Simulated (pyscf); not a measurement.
Structures and frequencies: ωB97X-D3(BJ)/def2-SVP in PySCF. Correlated levels are frozen-core, on RHF or UHF. ΔMP2 is the change of the MP2 total energy from the triple- to the quadruple-zeta basis.

H₂B–OH + H atom (H•) -> BH₂• + water (H₂O)
Surface: doublet. Broken: B–O. Formed: H–O. Give ΔE‡ and ΔE from CCSD(T)/def2-TZVPP + ΔMP2(QZVPP), relative to the separated reactants.

ΔE‡ = 126.5 kJ/mol, ΔE = +133.4 kJ/mol. Zero-point energy shifts the barrier by +5.4 kJ/mol. It is a substitution at O, with an imaginary mode of 2776i cm⁻¹. On the product side the descent ends in an adduct with a B–O contact, 73.4 kJ/mol under the separated species and 58.5 kJ/mol under the saddle at ωB97X-D3(BJ)/def2-TZVP. At CCSD(T) the saddle lies under the separated products, which points to a path from their complex (located at ωB97X-D3(BJ) alone), and parting the products costs more than the saddle. What is counted as broken (B–O) persists as a longer contact in the product adduct; parting that adduct is a step of its own. The same reactants have a lower exit, to [HB–OH]• + H₂ (barrier +48.7 kJ/mol at ωB97M-D3(BJ), against +122.3 kJ/mol here). One saddle was located; it need not be the lowest between these sides. The angle at the attacked O is 125°. The CCSD(T) − MP2 part came from Ansatz, without density fitting, on the same reference. An open-shell T1 diagnostic exceeds 0.045.
